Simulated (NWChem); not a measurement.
# Si, triplet

Results from NWChem. Spin-unrestricted. The open p shell is one determinant without spherical averaging. No stability test was run on the SCF state.

Task: Predict the results for PBE0/aug-cc-pVTZ. Quantities: highest occupied level (eV); lowest empty minus highest occupied level, either spin (eV).

Result: 
```json
{
  "highest occupied level (eV)": "-5.63",
  "lowest empty minus highest occupied level, either spin (eV)": "2.21"
}
```
